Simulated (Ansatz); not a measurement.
The input, for Ansatz 0.2.0:

```yaml
crystal:
  periodic: [false, false, false]
  atoms:
    - {symbol: As, position_ang: [0.000061, -0.000015, -0.018246]}
    - {symbol: H, position_ang: [1.618559, 0.015496, 0.457485]}
    - {symbol: H, position_ang: [-0.824641, 1.395833, 0.448201]}
    - {symbol: H, position_ang: [-0.798447, -1.410223, 0.450577]}
basis:
  gaussian: {orbitals: 6-31G, fitting: {mean_field: def2-universal-jkfit}}
total_charge: 1
magnetization: {spin_polarized: true, initial_magnetization: 1}
correlation: {method: ccsd_t, electrons: valence}
```

```sh
$ ansatz run in.yaml --threads 1 --pin off --events-out ev --progress --plain --max-ram 2393MiB
```

Output:

```
320 factors; integrals over basis functions are off by at most 1.2e-1 eV
mean field evaluation 1: about -60822.7792 eV, gradient 5.9e0 eV
mean field evaluation 2: about -60823.0322 eV, gradient 2.3e0 eV
mean field evaluation 4: about -60823.0630 eV, gradient 2.8e-1 eV
mean field evaluation 8: about -60823.0325 eV, gradient 2.3e0 eV
mean field -60823.06718371 eV, -2235.2064916457 hartree, gradient 2.2e-6 eV, S^2 0.754688; 0 other end points of the search recorded, 0 dependent functions left out
9 core orbitals not correlated: weight in the atoms' cores, before any rotation towards them, 1.000 or more for the frozen orbitals, at most 0.000 for the correlated occupied ones
reference -60823.06718371 eV, -2235.2064916457 hartree; 9, 8 occupied and 17, 18 virtual orbitals, 320 factors
second order -5.62366240 eV of doubles, -0.00000000 eV of singles
cycle   1  -5.69123871 eV  change   -6.8e-2 eV  update   6.5e-2
cycle   2  -6.00608762 eV  change   -3.1e-1 eV  update   2.7e-2
cycle   3  -6.00404457 eV  change    2.0e-3 eV  update   7.0e-3
cycle   4  -6.00694424 eV  change   -2.9e-3 eV  update   3.0e-3
cycle   5  -6.00926064 eV  change   -2.3e-3 eV  update   1.3e-3
cycle   6  -6.00870509 eV  change    5.6e-4 eV  update   4.6e-4
cycle   7  -6.00879907 eV  change   -9.4e-5 eV  update   2.0e-4
cycle   8  -6.00890012 eV  change   -1.0e-4 eV  update   7.6e-5
cycle   9  -6.00886773 eV  change    3.2e-5 eV  update   2.9e-5
cycle  10  -6.00888196 eV  change   -1.4e-5 eV  update   9.3e-6
perturbative correction -0.06847322 eV, -0.0025163445 hartree
Total energy: -60829.14453889 eV, -2235.4298303292 hartree
```

Ran on 1 thread of Intel Xeon, shared host: 4.2 s wall, 0.16 GiB peak host memory.
